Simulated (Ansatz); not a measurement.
**SiN+ (quintet): wave-function methods side by side, cc-pVDZ**

One table from this session's results is given with a row withheld; the runs are named, their logs left out.

Program: Ansatz 0.2.0, Gaussian basis. Level of theory: cc-pVDZ, core rule «outside noble gas», up to 6 orbitals frozen. These are calculated values, not measurements.

Plan: UHF; CCSD(T) on ROHF; CCSD(T) on UHF; BCCD(T) on ROHF; CISD; CCSDT(Q) on ROHF; CCSDT(Q) on UHF; CASSCF and MRCISD+Q, 8 electrons in 8 orbitals; CASSCF and NEVPT2, 8 electrons in 8 orbitals.

12 further runs of the same task are left out: 7 that didn't finish, 5 set aside as unsound or not needed.

### The system

The geometry is a PBE0/def2-TZVP stationary point (not a proven minimum) of the parent state, kept for this charge and spin.

2 atoms, charge 1, spin multiplicity 5.

Atoms are counted from 1 here; the program's logs count them from 0.

Bond lengths: Si1–N2 1.785 Å.

The first run:

Input file in.yaml:

```yaml
crystal:
  periodic: [false, false, false]
  atoms:
    - {symbol: Si, position_ang: [0.000000, 0.000000, 0.000000]}
    - {symbol: N, position_ang: [0.000000, 0.000000, 1.785400]}
basis:
  gaussian: {orbitals: cc-pVDZ}
total_charge: 1
magnetization: {spin_polarized: true, initial_magnetization: 4}
hamiltonian: {xc: hf}
output: {orbitals: {seedname: orbitals}}
```

Run with:

```bash
> ansatz run in.yaml --threads 1 --pin off --events-out ev --progress --plain --max-ram 2393MiB
```

Among the steps run: UHF; CCSD(T) on ROHF; CCSD(T) on UHF; BCCD(T) on ROHF; CISD; CCSDT(Q) on ROHF; CCSDT(Q) on UHF; CASSCF and MRCISD+Q, 8 electrons in 8 orbitals; CASSCF and NEVPT2, 8 electrons in 8 orbitals.

One of the session's tables, all rows but one given; the rest of the session is left out.

| method | from UCCSDT(Q) (kJ/mol) |
| --- | --- |
| ROHF | +455.6 |
| UHF | +427.4 |
| RMP2 | +107.5 |
| UMP2 | +102.0 |
| CISD | +29.9 |
| RCCSD | ? |
| UCCSD | +14.4 |
| RCCSD(T) | +3.9 |
| UCCSD(T) | +3.7 |
| BCCD(T) | +3.9 |
| RCCSDT | +0.9 |
| UCCSDT | +0.7 |
| RCCSDT(Q) | +0.2 |
| UCCSDT(Q) | 0 |
| CASSCF valence | +332.7 |
| NEVPT2 valence | +70.9 |
| MRCISD valence | +18.7 |
| MRCISD+Q valence | +0.5 |

Estimate the missing values for RCCSD.

**Answer.** from UCCSDT(Q) (kJ/mol): +14.9. In the column «from UCCSDT(Q) (kJ/mol)» it lies between UCCSD (+14.4) and MRCISD valence (+18.7).

Limits of these values: Restricted and unrestricted rows rest on different reference determinants; where their highest levels disagree by more than a few hundredths of an eV, they describe different states and don't form one ladder.
